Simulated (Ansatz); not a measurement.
Geometry optimisation, Ansatz 0.2.0, RKS B3LYP-D4/def2-SVP.

Input:

```yaml
crystal:
  periodic: [false, false, false]
  atoms:
    - { symbol: B, position_ang: [-0.006631, 0.190586, 0.063745] }
    - { symbol: H, position_ang: [-0.160641, 0.514958, 1.204763] }
    - { symbol: H, position_ang: [1.07296, 0.093443, -0.465101] }
    - { symbol: F, position_ang: [-1.081869, 0.032753, -0.690171] }
    - { symbol: P, position_ang: [0.163473, -2.717955, 1.166948] }
    - { symbol: H, position_ang: [-0.641124, -2.634421, -0.008351] }
    - { symbol: H, position_ang: [1.388225, -2.576291, 0.446387] }
    - { symbol: H, position_ang: [0.050007, -1.325472, 1.45908] }
basis:
  gaussian: { orbitals: def2-SVP }
hamiltonian:
  xc: b3lyp
  dispersion: d4
relax:
  f_tol: 0.03
  max_steps: 50
```

Launched with:

```bash
$ ansatz run input.yaml --threads 1 --pin off --max-ram 2048MiB --backend cpu --events-out ev --progress --plain --runs-dir out
```

Question: Where does it end, and by what steps?

Answer: The run converged. The force dipped under the threshold on the way, but the program's further checks kept it going. After 12 steps the energy has fallen by 0.103 eV; H8 moved furthest, 0.67 Å.

```tsv
step	energy less start (eV)	largest force component (eV/Å)	accepted
0	0.0000	0.346	yes
1	-0.0716	0.148	yes
2	-0.0844	0.348	yes
3	-0.0910	0.266	yes
4	-0.0970	0.138	yes
5	-0.0980	0.097	yes
6	-0.1002	0.016	yes
7	-0.1013	0.096	yes
8	-0.1019	0.051	yes
9	-0.1022	0.053	yes
10	-0.0776	0.601	no
11	-0.1025	0.003	yes
12	-0.1026	0.024	yes
```

```xyz
8
Properties=species:S:1:pos:R:3
B 0.009 0.380 -0.055
H -0.224 0.784 1.059
H 1.118 0.263 -0.518
F -1.018 0.079 -0.830
P 0.230 -3.016 1.110
H -0.727 -2.602 0.133
H 1.334 -2.478 0.380
H 0.062 -1.833 1.898
```

Whether the end is a true minimum wasn't checked by a vibrational analysis.

Time of the run: 29 s on 1 thread of Arm Neoverse V1 (shared host), peak memory 0.14 GiB.
